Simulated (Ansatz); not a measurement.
# C2H5N: the cost of one run

Method: the levels named in each step, in Ansatz 0.2.0.

### 1 Starting point

Bond lengths: H1–N2 1.018 Å, N2–C3 1.253 Å, C3–C4 1.488 Å, C3–H5 1.102 Å, C4–H6 1.089 Å, C4–H7 1.086 Å, C4–H8 1.089 Å. Angles: H1–N2–C3 115.9°, N2–C3–C4 120.6°, N2–C3–H5 124.8°, C4–C3–H5 114.6°, C3–C4–H6 109.7°, C3–C4–H7 110.0°, C3–C4–H8 109.7°, H6–C4–H7 109.8°, H6–C4–H8 107.8°, H7–C4–H8 109.8°.

Structure file:

```xyz
8

H     2.0343   -0.1787   -0.1011
N     1.0633   -0.4580   -0.2210
C     0.2048    0.3678    0.1678
C    -1.2469    0.0675    0.0426
H     0.4337    1.3471    0.6174
H    -1.7274    0.8283   -0.5711
H    -1.3868   -0.9105   -0.4079
H    -1.7127    0.0903    1.0268
```

### 2 A rough first relaxation, PBE-D4/def2-SVP

This run stands in another session on the same molecule. It ended at:

```xyz
8

H     2.0431   -0.1165   -0.0722
N     1.0947   -0.4972   -0.2395
C     0.2148    0.3447    0.1569
C    -1.2542    0.0670    0.0423
H     0.4741    1.3352    0.6116
H    -1.7527    0.8467   -0.5727
H    -1.4199   -0.9268   -0.4152
H    -1.7374    0.1008    1.0423
```

### 3 Relaxation, HF/STO-3G

The input, input.yaml:

```yaml
crystal:
  periodic: [false, false, false]
  atoms:
    - { symbol: H, position_ang: [2.04309699, -0.11646658, -0.07217146] }
    - { symbol: "N", position_ang: [1.09465281, -0.49722868, -0.23953176] }
    - { symbol: C, position_ang: [0.21479833, 0.34467701, 0.15688721] }
    - { symbol: C, position_ang: [-1.25417608, 0.06703619, 0.04231256] }
    - { symbol: H, position_ang: [0.47409641, 1.3352034, 0.61159554] }
    - { symbol: H, position_ang: [-1.7527147, 0.84666479, -0.57274413] }
    - { symbol: H, position_ang: [-1.41992007, -0.92680993, -0.41515311] }
    - { symbol: H, position_ang: [-1.7374337, 0.10078382, 1.04230515] }
basis:
  gaussian: { orbitals: STO-3G }
hamiltonian:
  xc: hf
relax:
  f_tol: 0.002
  max_steps: 150
```

Command:

```sh
> ansatz run input.yaml --threads 2 --pin off --max-ram 5120MiB --backend cpu --events-out ev --progress --plain --runs-dir out
```

What time and memory should one allow on 2 threads of Intel Xeon at 2.50GHz (Skylake/Cascade Lake), shared host?

About 4.1 s, with a peak of 0.097 GiB.
